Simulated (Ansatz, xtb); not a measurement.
A geometry optimisation of AlH6PSi+ with r2SCAN-D4/def2-SVP

The starting geometry of this gas-phase doublet has its atoms placed at random.

```yaml
atoms:
  - { symbol: Al, position_ang: [-0.4547, 0.0628, 0.4045] }
  - { symbol: P, position_ang: [0.9737, -1.5404, 0.0194] }
  - { symbol: Si, position_ang: [1.7801, 0.2765, 0.1430] }
  - { symbol: H, position_ang: [-1.6734, -1.1228, 0.5427] }
  - { symbol: H, position_ang: [-2.0616, 0.1659, -0.4038] }
  - { symbol: H, position_ang: [1.7733, 0.3075, 1.5008] }
  - { symbol: H, position_ang: [-0.4124, -0.8294, -1.3282] }
  - { symbol: H, position_ang: [-0.8995, -0.9881, 1.2705] }
  - { symbol: H, position_ang: [2.0777, -0.7428, 0.8485] }
```

**Question.** Guess where an optimisation with r2SCAN-D4/def2-SVP ends from this start.

**Answer.** It ends as a structure with H6 bridging Al1 and Si3, given below by its coordinates. Distances that change by over a tenth: Al1–Si3 (2.26 → 2.62 Å), Al1–H4 (1.71 → 2.08 Å), Al1–H5 (1.80 → 1.56 Å), Al1–H7 (1.95 → 2.71 Å), Al1–H8 (1.43 → 2.07 Å), P2–Si3 (1.99 → 2.27 Å), Si3–H6 (1.36 → 1.62 Å). Contacts that open: P2–H9 (1.59 → 3.17 Å). Contacts that close: Al1–H6 (2.50 → 1.86 Å), P2–H7 (2.06 → 1.43 Å).

The energy falls by 8.96 eV over 22 steps:

```json
{"step": "1", "E − E(last) (eV)": "8.965"}
{"step": "3", "E − E(last) (eV)": "3.078"}
{"step": "6", "E − E(last) (eV)": "1.961"}
{"step": "8", "E − E(last) (eV)": "1.164"}
{"step": "10", "E − E(last) (eV)": "0.492"}
{"step": "13", "E − E(last) (eV)": "0.097"}
{"step": "15", "E − E(last) (eV)": "0.027"}
{"step": "17", "E − E(last) (eV)": "0.004"}
{"step": "20", "E − E(last) (eV)": "0.000"}
{"step": "22", "E − E(last) (eV)": "0.000"}
```

Final geometry (Å):

| atom | x (Å) | y (Å) | z (Å) |
| --- | --- | --- | --- |
| Al | -0.7488 | -0.1568 | 0.0149 |
| P | 0.6657 | -1.7030 | -0.9592 |
| Si | 1.8563 | -0.1988 | 0.2453 |
| H | -1.4316 | -0.8018 | 1.8661 |
| H | -1.9244 | 0.8654 | 0.0068 |
| H | 0.6657 | 0.7025 | 0.8651 |
| H | 0.6502 | -0.9408 | -2.1741 |
| H | -1.0414 | -1.4243 | 1.6192 |
| H | 2.4116 | -0.7531 | 1.5132 |

From the same start GFN2-xTB ends elsewhere, in pieces: AlH4PSi + H2.

From so rough a start the end depends on the optimiser's path, so another program may land elsewhere. The end wasn't checked by frequencies. Open shells are spin-unrestricted. Run with Ansatz 0.2.0, 98 s on 2 threads of Intel(R) Xeon(R) Platinum 8259CL CPU @ 2.50GHz (Skylake/Cascade Lake), with other jobs on the host.
